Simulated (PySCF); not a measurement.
Field gradients at the hydrogen positions

Species: C5H10.
Geometry (PBE0-D3(BJ)/def2-SVP, Å), atoms numbered from 1 in this order:
```xyz
15
C5H10 angstrom
C     -1.4050   -0.6712    0.0355
C     -0.0171   -0.0785   -0.0152
C      1.0591   -1.0433   -0.4516
C      0.1206    1.3620   -0.4238
C      0.3427    0.9626    1.0082
H     -1.7088   -1.0520   -0.9536
H     -2.1506    0.0744    0.3509
H     -1.4497   -1.5128    0.7467
H      2.0489   -0.5626   -0.4687
H      0.8565   -1.4303   -1.4641
H      1.1170   -1.9070    0.2314
H      0.9917    1.6466   -1.0214
H     -0.7891    1.9176   -0.6698
H      1.3662    0.9743    1.3943
H     -0.4153    1.2440    1.7450
```

Level: PBE0/pcSseg-1 (PySCF, non-relativistic); Q(2H) = 0.00286 b; rigid geometry, the same for H and D, with no vibrational averaging.

Task: Give the electric field gradient Vzz (the principal value of largest size), its asymmetry and the 2H coupling at each hydrogen.

Result: 
```csv
atom,bonded to,bond length (Å),Vzz (au),η,χzz (kHz)
H6,C1,1.103,0.2892,0.02,194
H7,C1,1.101,0.2921,0.03,196
H8,C1,1.103,0.2889,0.02,194
H9,C3,1.101,0.2920,0.03,196
H10,C3,1.103,0.2890,0.02,194
H11,C3,1.103,0.2892,0.02,194
H12,C4,1.094,0.3063,0.08,206
H13,C4,1.094,0.3065,0.08,206
H14,C5,1.094,0.3065,0.08,206
H15,C5,1.094,0.3065,0.08,206
```

Geometry: PBE0-D3(BJ)/def2-SVP; no solvent, vibrations or thermal averaging. The small basis limits the accuracy of the gradients.
